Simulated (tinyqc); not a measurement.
Worked calculation: harmonic frequencies on the unrestricted B3LYP (VWN-RPA form)/sto-3g surface (energies and gradients from PySCF), for H2O, spin multiplicity 3. Computed by tinyqc, a small Python program that keeps every step (integrals from PySCF). Settings: charge = 0, multiplicity = 3, basis = sto-3g, functional = b3lyp, delta = 0.005. Command: `OMP_NUM_THREADS=1 python tinyqc.py 29406 29407 out.jsonl` (the two numbers bound the seeds that draw the settings). One thread of a shared host (Intel(R) Xeon(R) Processor @ 2.60GHz), about 30 s of CPU time with the checks.

## One row of the Hessian: 2Hy

optimised positions (bohr):
```
            x          y          z
1O  -0.099167  -0.510726  -0.439055
2H   0.098650   2.354021   1.633644
3H  -0.020402  -1.765940   1.097953
```

gradient at +delta (hartree/bohr):
```
              x            y            z
1O  -0.00000779  -0.00007212  -0.00005067
2H   0.00000351   0.00009053   0.00005826
3H  -0.00000040  -0.00001251  -0.00000188
```

gradient at -delta (hartree/bohr):
```
              x            y            z
1O   0.00000259   0.00010099   0.00005061
2H  -0.00000835  -0.00009908  -0.00006162
3H   0.00000121   0.00000443   0.00001687
```

Displace 2Hy by +/-0.005 bohr; H(k, :) = (g(+) - g(-)) / (2 delta).

row of the Hessian (hartree/bohr^2): 1Ox -0.00103815, 1Oy -0.01731018, 1Oz -0.01012789, 2Hx 0.00118557, 2Hy 0.01896145, 2Hz 0.01198778, 3Hx -0.00016108, 3Hy -0.00169485, 3Hz -0.00187500

## Hessian by finite differences

All rows are made in the same way, and the matrix is symmetrised.

Hessian (symmetrised) (hartree/bohr^2), lower triangle:
```
             1Ox          1Oy          1Oz         2Hx          2Hy         2Hz          3Hx          3Hy
1Ox   0.00087251
1Oy  -0.01014650   0.20167350
1Oz   0.01561504  -0.21100755   0.29295148
2Hx  -0.00008943  -0.00123804  -0.00100194  0.00008170
2Hy  -0.00103652  -0.01728940  -0.01012170  0.00119046   0.01896145
2Hz  -0.00106826  -0.01319816  -0.01183664  0.00092142   0.01198925  0.01007981
3Hx  -0.00077178   0.01142633  -0.01458725  0.00000737  -0.00016077  0.00014211   0.00075346
3Hy   0.01122382  -0.18439177   0.22113501  0.00004673  -0.00169380  0.00120096  -0.01130552   0.18611501
3Hz  -0.01453115   0.22423419  -0.28110141  0.00008000  -0.00187513  0.00174656   0.01443004  -0.22235686

            3Hz
3Hz  0.27935169
```

## Normal modes

masses (u): 1O 15.994915, 2H 1.007825, 3H 1.007825

Diagonalise H_ij / sqrt(m_i m_j); the 6 smallest eigenvalues belong to translations and rotations; wavenumber = sqrt(eigenvalue / 1822.888) x 219474.63; each mode has its largest component positive (the first on a tie); zero-point energy = sum of wavenumbers / 2, with 349.755 1/cm per kcal/mol.

eigenvalues of the mass-weighted Hessian (hartree/(bohr^2 u)): -0.000009  -0.000007  -0.000004  0.000000  0.000004  0.000014  0.007687  0.028817  0.485974

harmonic wavenumbers of the vibrations (1/cm): 450.7  872.6  3583.5

mass-weighted modes:
```
        mode 1     mode 2     mode 3
1Ox  -0.017988  -0.013242  -0.009713
1Oy  -0.094314  -0.194001   0.153539
1Oz  -0.220995  -0.137003  -0.189217
2Hx   0.018955   0.053556   0.000065
2Hy  -0.296889   0.793333  -0.001169
2Hz   0.369964   0.557294   0.001311
3Hx   0.047922  -0.001150   0.038642
3Hy   0.675491  -0.021240  -0.610537
3Hz   0.507920  -0.011954   0.752514
```

zero-point energy = 7.014694 kcal/mol
